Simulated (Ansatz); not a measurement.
Compare A (`CC1(O)C=N1`) with its isomer B (`NC1=C(O)C1`).

Calculated with Ansatz (gas phase, PBE0-D4/def2-TZVP geometries, no zero-point term in ΔE). CCSD(T)/CBS adds triple-zeta CCSD(T) − MP2 to the extrapolated MP2 energy (def2 sets, frozen cores). DFT in def2-TZVPP. B3LYP here is the variant with VWN-RPA as its local correlation; programs differ in this. One conformer a species, not always the lowest.

Problem. Which isomer does CCSD(T)/CBS put lower? Give the gap. (Estimate.)

Solution. The calculation gave: A, by 77.6 kJ/mol.

Problem. Give E(B) − E(A) in kJ/mol with CCSD(T)/def2-TZVPP, MP2/def2-TZVPP, B3LYP-D4, r2SCAN-D4, CCSD/def2-TZVPP, BLYP-D4, PBE0-D4. (An estimate is asked.)

Solution. Ansatz gave: CCSD(T)/def2-TZVPP 80.5, MP2/def2-TZVPP 76.3, B3LYP-D4 62.4, r2SCAN-D4 64.7, CCSD/def2-TZVPP 79.1, BLYP-D4 62.9, PBE0-D4 55.9. None reverses the order clearly.

Problem. Does the order hold for the free energy at 298.15 K (harmonic terms from PBE0-D4)? (Best estimate.)

Solution. Ansatz gave: Yes: G(B) − G(A) = +79.8 kJ/mol, for one conformer each.

Largest T1 diagnostic: 0.012.

At CCSD(T), def2-SVP lies +7.2 kJ/mol from the extrapolated value and def2-TZVPP +2.9 kJ/mol. From BLYP to BHLYP (50 % exact exchange), in def2-TZVPP and without D4, E(B) − E(A) moves by +5.1 kJ/mol.
